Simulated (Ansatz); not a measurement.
How far each method lies from full CI for Si–AlH₂⁺, triplet

Geometry: that of the Si–AlH2, quartet, kept fixed.

```xyz
4

Si    0.0000    0.0000    1.2493
Al    0.0000    0.0000   -1.1594
H     0.0000    1.4055   -1.8880
H     0.0000   -1.4055   -1.8880
```

Basis 6-31G; Ansatz 0.2.0. Only valence electrons are correlated (noble-gas cores frozen), which leaves 8 electrons in 20 orbitals. Prefix R: restricted or restricted open-shell reference; prefix U: unrestricted. Active spaces: valence = (8e, 10o) chosen from the atoms' valence shells.

Full CI is exact within this basis and frozen core; it isn't the basis-set limit. The frozen core follows each run's orbitals, which can shift R against U totals by a few meV.

For open shells CISD and CISDTQ are restricted-active-space CI with the open shells as a complete middle space.

```
UHF ⟨S²⟩                          : 2.004
T1 diagnostic (RCCSD)             : 0.0272
largest doubles amplitude (RCCSD) : 0.060
T1 diagnostic (UCCSD)             : 0.0239
```

```
                   level  E − E(full CI) (kcal/mol)  share of correlation (%)  wall time
                     RHF                      49.14                      0.00          –
                     UHF                      48.52                      1.28          –
                    RMP2                      16.96                     65.49          –
                    UMP2                      16.91                     65.59          –
                    CISD                       3.30                     93.28      1.1 s
                   RCCSD                       1.40                     97.14          –
                   UCCSD                       1.38                     97.18          –
                RCCSD(T)                       0.53                     98.92      1.8 s
                UCCSD(T)                       0.53                     98.93      1.7 s
                 BCCD(T)                       0.51                     98.96      1.6 s
                  RCCSDT                       0.06                     99.88          –
                  UCCSDT                       0.06                     99.89          –
                  CISDTQ                       0.08                     99.85        7 s
               RCCSDT(Q)                       0.02                     99.96      4.8 s
               UCCSDT(Q)                       0.01                     99.98      4.5 s
                 RCCSDTQ                       0.00                    100.00       33 s
  CASSCF (valence space)                      10.35                     78.94          –
  NEVPT2 (valence space)                       3.02                     93.86      4.9 s
  MRCISD (valence space)                       0.26                     99.48          –
MRCISD+Q (valence space)                       0.12                     99.76      9.5 s
```

The correlation energy at full CI, counted from RHF, is -2.131 eV. That run took 61 s on 1 thread of Arm Neoverse V1, shared host over 5,855,680 determinants.

Times hold each run's SCF and search for its determinant on a shared host, so for small cases they say little of a method's own cost; they ran on 1 thread of Arm Neoverse V1. Some runs computed forces too.

The full-CI state has the irrep B1 of C2v, in the program's axes.

Natural occupations of full CI about the gap: 1.967 1.947 1.943 0.998 0.992 0.043 0.040 0.020 0.016 0.015; effectively unpaired electrons, Σ n²(2−n)², 2.04.
